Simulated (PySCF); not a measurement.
# C4H6O2: the cost of one run

Programs: PySCF 2.14.0, with density-fitted response routines of our own. Each step states its level of theory. These are calculated values for one molecule, in the gas phase or a continuum, unless marked as measured. Atoms count from 0, in the outputs and in this text.

### 1 The starting structure

12 atoms, charge 0, multiplicity 1; geometry from: GFN2-xTB. The atoms were then displaced at random by about 0.01 Å, so the start is not that level's minimum.

Bonds of the start (Å): C0–C1 1.29, C1–O2 1.37, O2–C3 1.38, C3–C4 1.47, C3–O5 1.20, C0–H6 1.10, C0–H7 1.06, C1–H8 1.07, C4–H9 1.11, C4–H10 1.07, C4–H11 1.08.

### 2 Relaxing the molecule at PBE0-D3(BJ)/def2-TZVP

The job: settings as JSON, then the geometry in Å.

```
{"job": {"xc": "PBE0", "basis": "def2-TZVP", "d3": "d3bj", "grid": 2, "shake": 0.01, "kind": "geom"}, "charge": 0, "multiplicity": 1}
C     -2.263210     0.146430     1.083760
C     -1.315000    -0.427450     0.416020
O     -0.157190     0.235640     0.124810
C      0.859110    -0.414170    -0.552160
C      2.014060     0.471510    -0.762750
O      0.722070    -1.545430    -0.931250
H     -2.182880     1.187350     1.416510
H     -3.179580    -0.345450     1.292960
H     -1.351470    -1.437530     0.076420
H      2.396700     0.795130     0.224280
H      2.777700    -0.059470    -1.290770
H      1.719380     1.365160    -1.297950
```

Command:

```bash
> OMP_NUM_THREADS=2 python probes_run.py task.json out
```

This one command runs all jobs of the session in turn.

**Question.** How long does this first job take on 2 threads of Intel Xeon at 2.50GHz, shared host, and how much memory does it need?

About 7 min, with a peak of 1.1 GiB.
